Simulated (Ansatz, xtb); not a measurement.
A geometry optimisation of CH5BSi+ with r2SCAN-D4/def2-SVP

The starting geometry of this gas-phase doublet has its atoms placed at random.

```xyz
8

C    -0.6124    0.8659   -0.5242
B     1.4467    0.9520    0.1626
Si   -0.6713   -1.0499   -0.3275
H    -0.5495   -0.5506    1.2517
H    -0.0384    0.2290    0.8057
H     2.1287    0.1161    1.0936
H    -1.1382    1.2264    0.3024
H    -0.1949    1.9367   -0.0226
```

Q: One run relaxed it with r2SCAN-D4/def2-SVP. What is a likely outcome?

A: It ends as a structure given below by its coordinates. Distances that change by over a tenth: C1–H8 (1.25 → 1.11 Å), B2–Si3 (2.96 → 2.37 Å), B2–H6 (1.42 → 1.19 Å), Si3–H4 (1.66 → 2.04 Å), Si3–H5 (1.82 → 2.16 Å), H4–H5 (1.03 → 0.78 Å). Contacts that close: C1–B2 (2.17 → 1.47 Å).

The energy falls by 7.47 eV over 29 steps:

```
step  E − E(last) (eV)
   1             7.473
   4             2.907
   7             0.632
  10             0.116
  13             0.026
  17             0.023
  20             0.016
  23             0.005
  26             0.001
  29             0.000
```

Final geometry (Å):

```csv
atom,x (Å),y (Å),z (Å)
C,-0.1994,1.2964,-0.0793
B,1.1604,0.8755,0.2701
Si,-0.5140,-0.5958,-0.5403
H,-0.5240,-1.4051,1.3322
H,-0.7687,-0.7157,1.6062
H,2.2471,0.6340,0.6872
H,-0.8039,1.9407,0.5850
H,-0.2268,1.6956,-1.1194
```

From the same start GFN2-xTB ends elsewhere, differing in B2–Si3 (2.90 against 2.37 Å here), B2–H5 (1.16 against 2.84 Å here), Si3–H4 (1.47 against 2.04 Å here), H4–H5 (3.83 against 0.78 Å here).

From so rough a start the end depends on the optimiser's path, so another program may land elsewhere. No frequencies were run, so the end isn't proven a minimum. Open shells are spin-unrestricted. Run with Ansatz 0.2.0, 100 s on 1 thread of Intel(R) Xeon(R) 6975P-C (Granite Rapids) (shared host).
